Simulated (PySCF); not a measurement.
Compound: 1,4-dioxin, C₄H₄O₂.
Structure used (PBE0-D3(BJ)/def2-SVP), in Å, numbered top down from 1:
```
atom  x, y, z in Å
C1     1.1262    0.6470   -0.2768
C2     1.1200   -0.6851   -0.2449
O3     0.0048   -1.4372    0.0310
C4    -1.1015   -0.6623    0.2767
C5    -1.0954    0.6697    0.2450
O6     0.0187    1.4217   -0.0365
H7     2.0208    1.2272   -0.4978
H8     2.0085   -1.2844   -0.4375
H9    -1.9947   -1.2427    0.5029
H10   -1.9827    1.2694    0.4423
```

Method used: core-valence-separated Tamm–Dancoff BHandHLYP/aug-pcX-1 (pcseg-1 on H) in PySCF, non-relativistic, gas phase, PBE0-D3(BJ)/def2-SVP geometry. No empirical shift is added; at this level the pattern usually sits a few eV under experiment.

The lowest roots of each edge with f over 0.003 (five at most, numbered afresh; weaker and dark ones are left out), with transition dipoles (au) in the frame of the coordinates:

```csv
root,edge,E (eV),f,μx,μy,μz
1,C,284.49,0.2514,-0.0435,-0.0042,-0.1849
2,C,287.02,0.1138,-0.1239,0.0014,0.0291
3,C,287.83,0.0551,0.0003,0.0884,-0.0021
4,O,534.22,0.0234,-0.0001,-0.0422,0.0011
5,O,535.14,0.0439,-0.0131,-0.0013,-0.0564
6,O,535.36,0.0170,-0.0002,-0.0360,0.0008
```

Problem. What is the unit vector of the normal of the molecular plane, and which share of each root's |μ|² lies along it?

Solution. (0.23, 0.02, 0.97), up to sign.

```json
{"root": "1", "core hole on": "C1/C2/C4/C5", "share along it": "1.00", "final orbital under reflection in the plane": "odd"}
{"root": "2", "core hole on": "C1/C2/C4/C5", "share along it": "0.00", "final orbital under reflection in the plane": "even"}
{"root": "3", "core hole on": "C1/C2/C4/C5", "share along it": "0.00", "final orbital under reflection in the plane": "even"}
{"root": "4", "core hole on": "O3/O6", "share along it": "0.00", "final orbital under reflection in the plane": "even"}
{"root": "5", "core hole on": "O3/O6", "share along it": "1.00", "final orbital under reflection in the plane": "odd"}
{"root": "6", "core hole on": "O3/O6", "share along it": "0.00", "final orbital under reflection in the plane": "even"}
```

The 1s orbitals of atoms in the plane are even under the reflection, so light polarised along the normal reaches odd orbitals alone (the out-of-plane π set) and light polarised in the plane even ones.

Problem. For fixed molecules, how does the intensity of root 1 change when the electric field is turned 30° away from the normal of the molecular plane?

Solution. Intensity goes as (E·μ)², and μ lies along that direction, so it falls to cos²30° = 0.75 of its maximum; it vanishes at 90°.

Problem. Molecules are fixed in this frame and the field points along (1, 1, 0)/√2. What effective strengths 3 f cos²θ do the roots have (θ between field and μ)?

Solution. root 1 (C1/C2/C4/C5): 0.024, root 2 (C1/C2/C4/C5): 0.158, root 3 (C1/C2/C4/C5): 0.083, root 4 (O3/O6): 0.035, root 5 (O3/O6): 0.004, root 6 (O3/O6): 0.026. Root 2 is the strongest. Averaged over all orientations cos²θ is 1/3, which gives f back.

